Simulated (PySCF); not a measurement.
Gas-phase thermal properties of BH3

Computed with PySCF (xtb for GFN2) and rigid-rotor harmonic-oscillator thermochemistry at 1 bar. The comparison is the NASA 1993 polynomial table, which mixes measured and estimated data. 6-31G* has spherical d functions here. All species are closed-shell singlets. B3LYP is the form with VWN-RPA correlation. The harmonic model lacks anharmonicity and excited electronic states, which grow with temperature; levels with a mode under 35 cm⁻¹ are left out. The table's entry may be an old estimate for BH3 (not checked at source).

```json
[
 {"level": "table", "point group": "-", "σ": "-", "ZPE (kJ/mol)": "-", "S°298 (J/mol/K)": "187.9", "Cp298 (J/mol/K)": "36.2", "S°1000 (J/mol/K)": "242.2", "H1000 − H298 (kJ/mol)": "33.1"},
 {"level": "B3LYP/6-31G*", "point group": "D3h", "σ": "6", "ZPE (kJ/mol)": "69.6", "S°298 (J/mol/K)": "188.2", "Cp298 (J/mol/K)": "35.9", "S°1000 (J/mol/K)": "244.8", "H1000 − H298 (kJ/mol)": "34.6"},
 {"level": "GFN2-xTB", "point group": "D3h", "σ": "6", "ZPE (kJ/mol)": "67.8", "S°298 (J/mol/K)": "188.1", "Cp298 (J/mol/K)": "37.4", "S°1000 (J/mol/K)": "246.6", "H1000 − H298 (kJ/mol)": "35.6"},
 {"level": "HF/6-31G*", "point group": "D3h", "σ": "6", "ZPE (kJ/mol)": "72.8", "S°298 (J/mol/K)": "188.0", "Cp298 (J/mol/K)": "35.3", "S°1000 (J/mol/K)": "243.1", "H1000 − H298 (kJ/mol)": "33.8"},
 {"level": "PBE/def2-SVP", "point group": "D3h", "σ": "6", "ZPE (kJ/mol)": "66.5", "S°298 (J/mol/K)": "188.8", "Cp298 (J/mol/K)": "36.6", "S°1000 (J/mol/K)": "246.8", "H1000 − H298 (kJ/mol)": "35.5"},
 {"level": "PBE0/def2-TZVP", "point group": "D3h", "σ": "6", "ZPE (kJ/mol)": "68.6", "S°298 (J/mol/K)": "188.3", "Cp298 (J/mol/K)": "36.1", "S°1000 (J/mol/K)": "245.3", "H1000 − H298 (kJ/mol)": "34.9"}
]
```
σ: rotational symmetry number. Electronic degeneracy used: 1. Frequencies are unscaled.
